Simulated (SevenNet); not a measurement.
## Trigonal Te

The numbers are results of the machine-learned potential SevenNet-l3i5 (trained on PBE and PBE+U data), not measurements.

Cell: relaxed at this level.

- lattice constant a: 4.553 Å
- lattice parameter c: 5.917 Å
- volume per atom: 35.41 Å³/atom

Measured, for comparison: lattice constant a 4.456 Å, lattice parameter c 5.928 Å (293 K, not corrected to a static lattice; as tabulated in Wikipedia's data pages). Computed (rounded) less measured: lattice constant a +2.2 %, lattice parameter c -0.2 %.

A machine-learned potential is trained on density-functional data: it inherits that level's misses and adds fitting errors of its own.
